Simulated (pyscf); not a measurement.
PySCF, gas phase, ωB97X-D3(BJ)/def2-SVP geometries.

Q: PBE/def2-TZVP puts the barrier of `[SiH3][AsH2]` + `[AlH3]` -> `[AlH2][AsH2]` + `[SiH4]` (four-centre exchange; singlet surface; As–Si, Al–H broken, Al–As, H–Si formed) at 8.9 kcal/mol and the reaction energy at -8.7 kcal/mol, from the separated reactants. What do PBE0-D3(BJ)/def2-TZVP, M06-2X/def2-TZVP, ωB97M-D3(BJ)/def2-TZVP give on the same structures?

A: PBE0-D3(BJ): ΔE‡ = 7.4 kcal/mol, ΔE = -8.4 kcal/mol; M06-2X: ΔE‡ = 10.4 kcal/mol, ΔE = -9.7 kcal/mol; ωB97M-D3(BJ): ΔE‡ = 12.9 kcal/mol, ΔE = -8.1 kcal/mol. PBE's barrier lies among them. Its reaction energy lies among theirs. On the reactant side the descent ends in an adduct with a Al–As contact, 19.2 kcal/mol under the separated species and 25.5 kcal/mol under the saddle at ωB97X-D3(BJ)/def2-TZVP. On the product side the descent ends in a bound adduct (not fully relaxed), 8.1 kcal/mol under the separated species and 22.5 kcal/mol under the saddle at ωB97X-D3(BJ)/def2-TZVP. What is counted as formed (Al–As) is already present as a longer contact in the reactant adduct; forming that adduct is a step of its own. At ωB97X-D3(BJ)/def2-TZVP the barrier from the zero used here is 6.3 kcal/mol. One saddle was located; it need not be the lowest between these sides. Elements up to Kr have no core potential and no relativistic terms here.
